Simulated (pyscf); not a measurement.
## Hydrogen abstraction: `[CH3][SiH3]` + `[H]` [doublet] -> `[CH3][SiH2]` [doublet] + `[H][H]`

Gas phase, doublet surface, charge 0. Bonds broken: Si2–H6. Bonds formed: H6–H7. Single points on ωB97X-D3(BJ)/def2-SVP structures (PySCF, gas phase).

Transition state (Å):

```xyz
9

C      0.0046     0.2222    -0.7158
Si    -0.3047     0.5621     1.1071
H      0.4844    -0.7594    -0.8538
H     -0.9418     0.2238    -1.2790
H      0.6639     0.9902    -1.1512
H     -1.2619    -0.5643     1.6973
H     -1.9839    -1.4389     2.0803
H      0.9663     0.5351     1.8913
H     -0.9756     1.8809     1.3109
```

One imaginary mode, 958i cm⁻¹; descent along it reached the two sides named.

```tsv
bond	change	reactant side (Å)	saddle	product side
Si2–H6	breaks	1.494	1.592	3.3
H6–H7	forms	3.5	1.197	0.761
```

Electronic energies relative to the separated reactants (kJ/mol):

| level | barrier | reaction energy | reverse barrier |
|---|---|---|---|
| ωB97X-D3(BJ)/def2-TZVP | 19.5 | -42.2 | 61.7 |
| PBE/def2-TZVP | -0.2 | -55.2 | 55.0 |
| r²SCAN/def2-TZVP | -4.3 | -61.3 | 57.0 |
| B3LYP-D3(BJ)/def2-TZVP | 0.4 | -58.8 | 59.2 |
| PBE0-D3(BJ)/def2-TZVP | 7.0 | -49.0 | 56.1 |
| M06-2X/def2-TZVP | 22.1 | -56.8 | 78.9 |
| ωB97M-D3(BJ)/def2-TZVP | 19.8 | -43.3 | 63.1 |
| HF/def2-TZVP | 56.1 | -26.1 | 82.2 |

With ωB97M-D3(BJ)/def2-TZVP energies and thermal terms (ideal gas, 1 atm, RRHO with modes under 100 cm⁻¹ raised to 100, one conformer, R ln 2 for chiral ones without a mode under 150 cm⁻¹), in kJ/mol:

```csv
T (K),ΔH‡,ΔG‡,ΔH,ΔG
298,13.2,36.5,-40.4,-48.9
600,12.2,60.5,-40.2,-57.8
900,11.8,84.8,-42.0,-66.3
1200,11.3,109.2,-44.7,-74.0
```

At r²SCAN this geometry lies under the reactants; that is no barrier but a single point on another level's saddle; such a level's own saddle, if it has one, lies nearer that side and is low. One saddle was located; it need not be the lowest between these sides. The angle at the transferred H is 177°.
